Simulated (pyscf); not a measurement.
Single points on ωB97X-D3(BJ)/def2-SVP structures (PySCF, gas phase).

### Question
Estimate the classical barrier height and the reaction energy of `[NH2][GeH2][SnH3]` + `[H][H]` → `[GeH3][SnH3]` + `[NH3]` at ωB97M-D3(BJ)/def2-TZVP. The step runs on the singlet surface, breaks Ge–N, H–H and forms Ge–H, H–N; take the separated reactants as zero.

### Answer
ΔE‡ = 1.96 eV, ΔE = -0.33 eV. Zero-point energy shifts the barrier by +0.09 eV. It is a four-centre exchange, with an imaginary mode of 1401i cm⁻¹. On the product side the descent ends in a complex, 0.20 eV under the separated species and 2.47 eV under the saddle at ωB97X-D3(BJ)/def2-TZVP. At the saddle there is also a short Ge–H contact that neither side keeps. One saddle was located; it need not be the lowest between these sides. Elements up to Kr have no core potential and no relativistic terms here. Elements past Kr carry the def2 core potentials, without spin-orbit coupling.
